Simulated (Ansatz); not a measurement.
Born–Oppenheimer molecular dynamics of CH$_{5}$B (7 atoms, charge 0, multiplicity 1). It starts at the highest image of a converged band. Of that band: Neighbouring images differ by up to 2.7 eV, so the band resolves the path poorly. A vibrational analysis at the climbing image gives one clearly imaginary mode, 1079i cm⁻¹: a first-order saddle point.

These are results of Ansatz 0.2.0, RKS B3LYP/def2-mTZVP, not measurements.

```
ensemble                      : NVE (velocity Verlet)
time step                     : 0.5 fs
steps asked                   : 200
starting velocities drawn for : 100 K
seed                          : 7633
```

Frames 1 fs apart, positions in Å, forces in eV/Å.

Velocities at 30 fs (Å/ps):

```
B -13.02 -0.37 0.71
H -7.74 -0.57 7.13
C 10.59 -0.01 -1.05
H -8.62 0.16 4.00
H -2.68 -1.71 3.69
H 21.21 1.48 -14.83
H 11.30 4.76 4.92
```

```xyz
7
Properties=species:S:1:pos:R:3:forces:R:3 time_fs=30 energy_less_start_eV=-0.157 T=343
B -0.462 0.052 0.481 -0.87 -0.15 -0.23
H 0.985 0.361 0.849 0.00 -0.11 -0.11
C 1.802 0.037 0.109 0.43 -0.05 -0.06
H 1.702 -1.018 -0.173 0.11 0.38 -0.05
H 1.790 0.714 -0.763 0.32 -0.45 0.46
H 2.662 0.151 0.782 0.00 0.18 -0.42
H -0.445 -0.405 -0.665 0.01 0.21 0.39
7
Properties=species:S:1:pos:R:3:forces:R:3 time_fs=31 energy_less_start_eV=-0.180 T=378
B -0.475 0.051 0.482 -0.76 -0.10 -0.12
H 0.978 0.360 0.855 0.30 -0.17 -0.28
C 1.813 0.037 0.108 0.06 -0.05 0.31
H 1.694 -1.016 -0.169 0.18 0.34 -0.08
H 1.789 0.711 -0.757 0.31 -0.33 0.26
H 2.683 0.153 0.765 -0.05 0.15 -0.35
H -0.433 -0.400 -0.659 -0.04 0.15 0.26
7
Properties=species:S:1:pos:R:3:forces:R:3 time_fs=32 energy_less_start_eV=-0.195 T=402
B -0.489 0.051 0.482 -0.67 -0.02 0.04
H 0.973 0.357 0.859 0.55 -0.20 -0.39
C 1.824 0.037 0.107 -0.26 -0.07 0.68
H 1.688 -1.010 -0.166 0.24 0.20 -0.12
H 1.791 0.704 -0.749 0.28 -0.12 -0.05
H 2.704 0.157 0.745 -0.05 0.12 -0.23
H -0.422 -0.393 -0.649 -0.08 0.08 0.07
7
Properties=species:S:1:pos:R:3:forces:R:3 time_fs=33 energy_less_start_eV=-0.203 T=415
B -0.504 0.050 0.483 -0.61 0.05 0.22
H 0.974 0.352 0.859 0.72 -0.18 -0.43
C 1.834 0.037 0.107 -0.50 -0.07 0.97
H 1.684 -1.003 -0.164 0.28 0.01 -0.16
H 1.796 0.696 -0.741 0.23 0.12 -0.36
H 2.724 0.162 0.723 0.00 0.09 -0.09
H -0.412 -0.385 -0.640 -0.11 -0.01 -0.14
7
Properties=species:S:1:pos:R:3:forces:R:3 time_fs=34 energy_less_start_eV=-0.211 T=427
B -0.519 0.050 0.484 -0.58 0.11 0.38
H 0.981 0.346 0.855 0.81 -0.14 -0.41
C 1.844 0.036 0.108 -0.64 -0.03 1.08
H 1.683 -0.996 -0.164 0.31 -0.19 -0.20
H 1.802 0.689 -0.737 0.17 0.28 -0.58
H 2.744 0.168 0.699 0.07 0.05 0.05
H -0.403 -0.377 -0.631 -0.14 -0.08 -0.33
7
Properties=species:S:1:pos:R:3:forces:R:3 time_fs=35 energy_less_start_eV=-0.228 T=453
B -0.535 0.049 0.485 -0.58 0.14 0.45
H 0.997 0.338 0.847 0.81 -0.06 -0.31
C 1.854 0.036 0.109 -0.64 0.07 0.94
H 1.684 -0.991 -0.166 0.34 -0.33 -0.21
H 1.811 0.685 -0.738 0.11 0.30 -0.61
H 2.765 0.174 0.677 0.11 0.00 0.16
H -0.395 -0.370 -0.626 -0.15 -0.13 -0.44
7
Properties=species:S:1:pos:R:3:forces:R:3 time_fs=36 energy_less_start_eV=-0.255 T=495
B -0.551 0.049 0.486 -0.58 0.13 0.43
H 1.019 0.330 0.836 0.67 0.05 -0.11
C 1.863 0.036 0.111 -0.46 0.17 0.53
H 1.689 -0.989 -0.169 0.37 -0.36 -0.19
H 1.820 0.683 -0.745 0.06 0.18 -0.43
H 2.787 0.180 0.656 0.11 -0.05 0.21
H -0.389 -0.364 -0.625 -0.18 -0.13 -0.44
7
Properties=species:S:1:pos:R:3:forces:R:3 time_fs=37 energy_less_start_eV=-0.282 T=537
B -0.568 0.049 0.488 -0.56 0.09 0.31
H 1.049 0.322 0.824 0.38 0.19 0.18
C 1.872 0.036 0.114 -0.06 0.21 -0.10
H 1.698 -0.990 -0.174 0.40 -0.27 -0.13
H 1.830 0.683 -0.756 0.02 -0.02 -0.13
H 2.810 0.186 0.636 0.03 -0.11 0.21
H -0.385 -0.359 -0.627 -0.21 -0.10 -0.34
7
Properties=species:S:1:pos:R:3:forces:R:3 time_fs=38 energy_less_start_eV=-0.296 T=557
B -0.585 0.049 0.490 -0.52 0.02 0.12
H 1.081 0.316 0.814 -0.05 0.35 0.56
C 1.881 0.036 0.116 0.50 0.14 -0.82
H 1.710 -0.993 -0.181 0.41 -0.11 -0.05
H 1.840 0.683 -0.769 -0.01 -0.21 0.18
H 2.833 0.190 0.619 -0.08 -0.16 0.18
H -0.382 -0.355 -0.634 -0.25 -0.04 -0.17
7
Properties=species:S:1:pos:R:3:forces:R:3 time_fs=39 energy_less_start_eV=-0.295 T=557
B -0.603 0.049 0.492 -0.46 -0.05 -0.08
H 1.113 0.314 0.809 -0.48 0.48 0.90
C 1.890 0.037 0.118 1.08 -0.01 -1.44
H 1.726 -0.998 -0.188 0.39 0.07 0.06
H 1.850 0.681 -0.779 -0.05 -0.32 0.41
H 2.856 0.194 0.604 -0.19 -0.20 0.13
H -0.382 -0.352 -0.641 -0.29 0.03 0.03
7
Properties=species:S:1:pos:R:3:forces:R:3 time_fs=40 energy_less_start_eV=-0.300 T=564
B -0.621 0.049 0.495 -0.38 -0.11 -0.27
H 1.141 0.316 0.813 -0.71 0.51 1.04
C 1.900 0.037 0.119 1.43 -0.15 -1.73
H 1.746 -1.002 -0.194 0.34 0.20 0.15
H 1.860 0.676 -0.786 -0.08 -0.33 0.50
H 2.877 0.195 0.590 -0.26 -0.21 0.10
H -0.384 -0.348 -0.649 -0.33 0.08 0.21
7
Properties=species:S:1:pos:R:3:forces:R:3 time_fs=41 energy_less_start_eV=-0.325 T=603
B -0.640 0.048 0.497 -0.29 -0.15 -0.39
H 1.162 0.323 0.827 -0.62 0.40 0.86
C 1.911 0.037 0.118 1.40 -0.20 -1.56
H 1.770 -1.004 -0.199 0.24 0.25 0.23
H 1.868 0.668 -0.788 -0.11 -0.23 0.44
H 2.895 0.194 0.577 -0.27 -0.20 0.09
H -0.390 -0.344 -0.654 -0.35 0.12 0.33
```

Of the whole run (100 fs, mean temperature of the second half 827 K): The conserved energy stayed within 0.082 meV per atom of its start (net change 0.049 meV per atom), so the integration is sound. The kinetic energy rose, since the run started high on the potential surface and went downhill. It ends in pieces (BH + CH4), so much of that is their flight and rotation, not heat. A run of 0.1 ps of so small a system gives no equilibrium averages. The orbitals stay closed-shell, which can raise the energy where a bond breaks towards radicals; this wasn't checked here.

Run time: 3.4 min on 1 thread of Arm Neoverse V1 (shared host), peak memory 0.089 GiB.
